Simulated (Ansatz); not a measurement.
System: C₃H₂N, net charge -1, singlet state. It need not be the lowest isomer of its formula. Whether it binds its extra electron was not tested at this geometry. 
Coordinates optimised at B3LYP-D3(BJ)/def2-TZVP (Ansatz, a quantum-chemistry and plane-wave program):
SMILES: C(#N)[C-]=C
```xyz
6

C     -0.0870    -1.6373     0.0218
C      0.6526    -0.5162     0.0012
C      0.0148     0.7307    -0.0095
H     -1.1873    -1.6724     0.0313
H      0.3814    -2.6249     0.0306
N     -0.3824     1.8334    -0.0204
```
Charge -1, spin multiplicity 1.

Parts of the frozen-core correlation energy in aug-cc-pVDZ (Ansatz, hartree). Frozen orbitals: 4; correlated occupied orbitals by spin: 10 and 10; virtual: 96 and 96. No spin-orbit coupling. Non-relativistic. The restricted reference is unstable.

| term | value |
|---|---|
| reference (HF) | -169.17358 |
| MP2 opposite-spin | -0.42093 |
| MP2 same-spin | -0.15014 |
| CCSD correlation | -0.58881 |
| (T) | -0.02962 |
| T1 diagnostic | 0.017 |
| largest doubles amplitude | 0.047 |
